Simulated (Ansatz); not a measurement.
# C₃H₃FS: an energy map over bond length C1–C2 and bond length C1–H7

How does the energy of C3H3FS, SMILES C=C1SC1F change over two coordinates at once? A grid of runs gives the map.

Program: Ansatz 0.2.0. Level of theory: RKS r2SCAN-D4/def2-SVP. These are calculated values, not measurements.

## (1) The starting structure

SMILES `C=C1SC1F`, 8 atoms, charge 0, spin multiplicity 1.

Atoms are counted from 1 here; the program's logs count them from 0.

Bond lengths: C1–C2 1.339 Å, C1–H6 1.101 Å, C1–H7 1.100 Å, C2–S3 1.758 Å, C2–C4 1.452 Å, S3–C4 1.859 Å, C4–F5 1.357 Å, C4–H8 1.107 Å. Angles: C2–C1–H6 119.9°, C2–C1–H7 121.5°, H6–C1–H7 118.6°, C1–C2–S3 143.8°, C1–C2–C4 146.0°, S3–C2–C4 70.0°, C2–S3–C4 47.2°, C2–C4–S3 62.7°, C2–C4–F5 119.7°, C2–C4–H8 121.9°, S3–C4–F5 118.4°, S3–C4–H8 115.1°, F5–C4–H8 111.0°.

Coordinates:

```mol
C3H3FS
  3D, bonds by distance, orders not assigned

  8  8  0  0  0  0  0  0  0  0999 V2000
   -0.0338    1.4093    0.3049 C   0  0
    0.3111    0.1510    0.0039 C   0  0
    1.6417   -0.8673   -0.5293 S   0  0
   -0.1498   -1.2150   -0.1722 C   0  0
   -0.9681   -1.5207   -1.2105 F   0  0
   -1.0719    1.6412    0.5882 H   0  0
    0.6984    2.2295    0.2704 H   0  0
   -0.3356   -1.8851    0.6888 H   0  0
  1  2  8  0
  1  6  8  0
  1  7  8  0
  2  3  8  0
  2  4  8  0
  3  4  8  0
  4  5  8  0
  4  8  8  0
M  END
```

This geometry comes from a loose relaxation at PBE in a small basis, which is not shown.

## (3) Plan of the scan

The axes are (1) bond length C1–C2: 9 values from 1.146 to 1.865 Å; (2) bond length C1–H7: 9 values from 0.961 to 1.365 Å.

Nothing else is relaxed (all other coordinates rigid). Energies count from the relaxed molecule at the same level. Points are written as (first, second).

(The set-up runs are not shown.)

## (4) Point (1.505 Å, 1.264 Å)

Input file input.yaml:

```yaml
crystal:
  periodic: [false, false, false]
  atoms:
    - { symbol: C, position_ang: [-0.032928, 1.402365, 0.302937] }
    - { symbol: C, position_ang: [0.355447, -0.011187, -0.037737] }
    - { symbol: S, position_ang: [1.677041, -1.028884, -0.565679] }
    - { symbol: C, position_ang: [-0.103787, -1.370769, -0.206831] }
    - { symbol: F, position_ang: [-0.912884, -1.670586, -1.245625] }
    - { symbol: H, position_ang: [-1.063893, 1.625621, 0.591063] }
    - { symbol: H, position_ang: [0.804428, 2.34812, 0.257346] }
    - { symbol: H, position_ang: [-0.294549, -2.035202, 0.646874] }
basis:
  gaussian: { orbitals: def2-SVP }
hamiltonian:
  xc: r2scan
  dispersion: d4
output:
  forces: true
```

Command:

```sh
$ ansatz run input.yaml --threads 1 --pin off --max-ram 2560MiB --backend cpu --events-out ev --progress --plain --runs-dir out
```

The session goes on with these runs: the other points that were computed.

**Question.** What will these runs give? Wanted: lowest point; highest computed point; dipole moment.

The runs gave:

| quantity | value |
| --- | --- |
| lowest point | (1.325 Å, 1.113 Å), 0.20 kcal/mol |
| highest computed point | (1.865 Å, 1.365 Å), 101 kcal/mol above the lowest |
| dipole moment (D) | 1.17 at (1.865 Å, 1.113 Å) to 1.73 at (1.146 Å, 0.961 Å); 1.47 at the lowest point |
| time for the whole task | 9 min on 1 thread, shared host |

The lowest computed point is at (1.325 Å, 1.113 Å), 0.20 kcal/mol from the relaxed molecule at the same level. The grid shows no other well, apart from its symmetry copies. The highest computed point, (1.865 Å, 1.365 Å), lies 101 kcal/mol above the lowest. Round the minimum the two coordinates are nearly uncoupled.
